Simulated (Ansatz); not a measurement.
## NH₃F, doublet: from triple and quadruple zeta to the limit

```xyz
5

N    -1.1412   -0.0158   -0.0246
H    -1.4385    0.9520   -0.0246
H    -1.4385   -0.4181    0.8556
H    -0.1287   -0.0158   -0.0246
F     1.0008   -0.0158   -0.0246
```

Connectivity, by distances: NH3 ··· F.

Ansatz 0.2.0, UHF determinant, valence electrons correlated. Energies in eV.

| set | X | functions | Hartree–Fock | MP2 correlation | CCSD(T) correlation | time |
| --- | --- | --- | --- | --- | --- | --- |
| def2-TZVPP | 3 | 104 | -4233.7041 | -12.9048 | -13.8920 | 19 s on 1 × NVIDIA H100 80GB HBM3 with 1 thread of AMD EPYC 7R13 Processor (Zen 3), on a shared host |
| def2-QZVPP | 4 | 204 | -4233.9316 | -14.0222 | -14.9370 | 24 s on 1 × NVIDIA H100 80GB HBM3 with 1 thread of AMD EPYC 7R13 Processor (Zen 3), on a shared host |

Hartree–Fock is taken to follow E(X) = E∞ + A·exp(−7.88·√X), correlation E(X) = E∞ + B·X^−2.97.

Cautions: higher spins were not checked; strong correlation.

Task: Work out the CCSD(T) energy at the limit, and how far the shortcut misses it that extrapolates MP2 and adds CCSD(T) minus MP2 from the smaller set.

Result: Hartree–Fock: E∞ = E4 + 0.1377·(E4 − E3) = -4233.9629. Correlation: E∞ = E4 + 0.7407·(E4 − E3) = -15.7110 for CCSD(T) and -14.8499 for MP2. The limit is -4249.6740 eV, 0.805 eV below def2-QZVPP. The shortcut gives a correlation energy of -14.8499 + (-0.9871) = -15.8370, 126 meV lower than the direct value.
